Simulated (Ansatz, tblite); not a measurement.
# The cluster TiS₃−: rung by rung

The task here is to estimate one member of a computed series from the others.

Program: Ansatz 0.2.0, Gaussian basis. Level of theory: as each input shows. These are calculated values, not measurements.

The runs, in order: GFN1-xTB, GFN2-xTB, PBE-D4/def2-TZVPD, r2SCAN-D4/def2-TZVPD, CAM-B3LYP-D4/def2-TZVPD, ωB97M-V/def2-TZVPD, HSE06-D4/def2-TZVPD, BHLYP-D4/def2-TZVPD, PBE-QIDH/def2-TZVPD, PBE-D4/def2-SVPD, PBE0-D4/def2-SVPD, HF/STO-3G, HF/6-31G, B3LYP-D4/6-31G, CCSD(T)/def2-SVPD, MP2/def2-TZVPD, RPA/def2-TZVPD.

### The structure

The doublet was relaxed beforehand with PBE0-D4/def2-SVPD. At that level it is the lowest of the isomers that a small search found.

4 atoms, charge -1, spin multiplicity 2.

Bond lengths: Ti1–S2 2.166 Å, Ti1–S3 2.166 Å, Ti1–S4 2.166 Å. Angles: S2–Ti1–S3 119.9°, S2–Ti1–S4 119.9°, S3–Ti1–S4 119.9°.

No spin-orbit coupling is included. The ion is computed in the gas phase, without counter-ions or solvent.

PBE0-D4/def2-TZVPD was run before; its log isn't repeated, and its numbers join the tables.

Set-up of the first run:

Tight binding, by tblite at 300 K electronic temperature and without a spin-polarisation term:

```python
tblite.interface.Calculator('GFN1-xTB', numbers, positions, charge=-1, uhf=1).singlepoint()
```

Tight binding, by tblite at 300 K electronic temperature and without a spin-polarisation term:

```python
tblite.interface.Calculator('GFN2-xTB', numbers, positions, charge=-1, uhf=1).singlepoint()
```

start.molden holds the orbitals of an earlier run on this state, given as this run's starting guess.

File in.yaml:

```yaml
crystal:
  periodic: [false, false, false]
  atoms:
    - {symbol: Ti, position_ang: [-0.043031, -0.026773, -0.016562]}
    - {symbol: S, position_ang: [0.200338, 0.915894, -1.951395]}
    - {symbol: S, position_ang: [1.015465, -1.862779, 0.430741]}
    - {symbol: S, position_ang: [-1.172772, 0.973657, 1.537216]}
basis:
  gaussian: {orbitals: def2-TZVPD, initial_orbitals: start.molden}
total_charge: -1
magnetization: {spin_polarized: true, initial_magnetization: 1}
hamiltonian: {xc: pbe, dispersion: d4}
scf: {omitted_lower_state_checks: [starts]}
output: {forces: true, orbitals: {seedname: orbitals}}
```

Launch:

```sh
> ansatz run in.yaml --threads 4 --pin off --events-out ev --progress --plain --max-ram 3916MiB
```

Among the steps run: PBE-D4/def2-TZVPD; r2SCAN-D4/def2-TZVPD; CAM-B3LYP-D4/def2-TZVPD; ωB97M-V/def2-TZVPD; HSE06-D4/def2-TZVPD; BHLYP-D4/def2-TZVPD; PBE-QIDH/def2-TZVPD; PBE-D4/def2-SVPD; PBE0-D4/def2-SVPD; HF/STO-3G; HF/6-31G; B3LYP-D4/6-31G; CCSD(T)/def2-SVPD; MP2/def2-TZVPD; RPA/def2-TZVPD.

One of the session's tables, all rows but one given; the rest of the session is left out.

It belongs to the step «Levels side by side». 

| level | HOMO (eV) | LUMO (eV) | gap (eV) |
| --- | --- | --- | --- |
| HF/STO-3G | 1.26 | 9.30 | 8.03 |
| HF/6-31G | -4.35 | 3.32 | 7.67 |
| PBE-D4/def2-SVPD | -1.77 | -1.12 | 0.65 |
| PBE-D4/def2-TZVPD | -1.72 | -1.06 | 0.67 |
| r2SCAN-D4/def2-TZVPD | -2.07 | -1.07 | 0.99 |
| B3LYP-D4/6-31G | -2.52 | -0.57 | 1.96 |
| PBE0-D4/def2-SVPD | -2.88 | -0.58 | 2.30 |
| PBE0-D4/def2-TZVPD | ? | ? | ? |
| HSE06-D4/def2-TZVPD | -2.44 | -0.85 | 1.59 |
| BHLYP-D4/def2-TZVPD | -3.45 | 0.28 | 3.72 |
| CAM-B3LYP-D4/def2-TZVPD | -3.85 | 0.32 | 4.17 |
| ωB97M-V/def2-TZVPD | -4.70 | 0.93 | 5.64 |

**Question.** Estimate the row for PBE0-D4/def2-TZVPD.

**Answer.** HOMO (eV): -2.81; LUMO (eV): -0.51; gap (eV): 2.31. In the column «HOMO (eV)» it lies between PBE0-D4/def2-SVPD (-2.88) and B3LYP-D4/6-31G (-2.52).

Caveats from the session: Doubts: large T1 diagnostic, spin contamination. Notes on CCSD(T)/def2-SVPD: large T1 diagnostic, spin contamination. The anion's highest level is positive in at least one run, so there the basis alone may hold the extra electron.
